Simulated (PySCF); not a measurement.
**Computed NMR parameters against published values**

Atom-mapped SMILES (the numbers label the heavy atoms): `[CH:1]#[C:2][CH:3]=[O:4]`; H(Xn) means a hydrogen on atom n.

What is known from experiment: δ 13C C1 83.1; C2 81.8 ppm (measured; solution, not stated per compound (mostly CDCl3 or CCl4); Pretsch, Buehlmann, Badertscher, Structure Determination of Organic Compounds, 4th ed. (2009)).

Non-relativistic Hamiltonian, a single conformation, in vacuum. σ from GIAO-wB97X-D/pcSseg-2; structure optimised with PBE0-D3(BJ)/def2-TZVP; PySCF 2.14.

Problem. What does the calculation give, and how does it compare?

Solution. 
Reference values: measured (solution, not stated per compound (mostly CDCl3 or CCl4); Pretsch, Buehlmann, Badertscher, Structure Determination of Organic Compounds, 4th ed. (2009)).
```
atoms  quantity  reference  computed  computed, scaled
   C1     δ 13C       83.1      91.6              84.0
   C2     δ 13C       81.8      87.3              79.9
```

Computed shifts are σ(ref) − σ with the named reference compound (TMS for H and C) calculated as an isolated molecule at the same level. The measured values may be among those fitted. Expected solution values come from regression of measured δ (H and C: mostly CDCl3, vs TMS) on computed σ: 13C (scatter 2.0 ppm rms, 2.1 ppm with the 3 outliers that the fit left out). A few per cent of atoms miss by over 2 rms, more outside the fitted compound classes.

Problem. How far are the unscaled 13C shifts from the references?

Solution. Mean signed difference +7.00 ppm, mean absolute 7.00 ppm over 2 comparisons; the largest is +8.5 ppm at C1 (terminal alkyne carbon).
